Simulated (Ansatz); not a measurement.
## Ansatz (development build ahead of 0.2.0) run

```yaml
crystal:
  periodic: [false, false, false]
  atoms:
    - { symbol: H, position_ang: [0.37, 0.0, 3.3] }
    - { symbol: H, position_ang: [-0.37, 0.0, 3.3] }
    - { symbol: Li, position_ang: [1.34, 0.0, 0.0] }
    - { symbol: Li, position_ang: [-1.34, 0.0, 0.0] }
basis:
  gaussian: { orbitals: cc-pVDZ }
hamiltonian:
  xc: hf
```

The input is written out in the form of the current development build from the run's settings.

The run gave:

- Converged: yes
- Total energy: -15.99212 hartree
- Spin squared of the determinant: 0.000
